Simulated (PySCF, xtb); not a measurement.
C3H7, SMILES [CH](C)C, multiplicity 2.

The structure is a stationary point at r2SCAN-D4/def2-TZVP. The isomer is the one that the SMILES or the coordinates give; other isomers of the formula were not compared.

Method: C-PCM-ωB97X/def2-SVP in PySCF 2.14.0.

The values are the electrostatic part of the solvation free energy, E(continuum) − E(gas) at the gas-phase geometry, in a cavity of scaled van der Waals radii (PySCF's table); cavitation and dispersion terms are not included. The dipole moment in vacuum is 0.25 D.

Computed values in water (ε = 78.36), dimethylsulfoxide (ε = 46.83), N,N-dimethylformamide (ε = 37.22):
```
solvent                    ε  ΔG(elec) (kcal/mol)  dipole (D)
---------------------  -----  -------------------  ----------
water                  78.36                 -0.6        0.33
dimethylsulfoxide      46.83                 -0.6        0.33
N,N-dimethylformamide  37.22                 -0.6        0.33
```

For comparison, GFN2-xTB/ALPB(water) (xtb, at the GFN2-xTB geometry, all terms of that model) gives -0.3 kcal/mol.
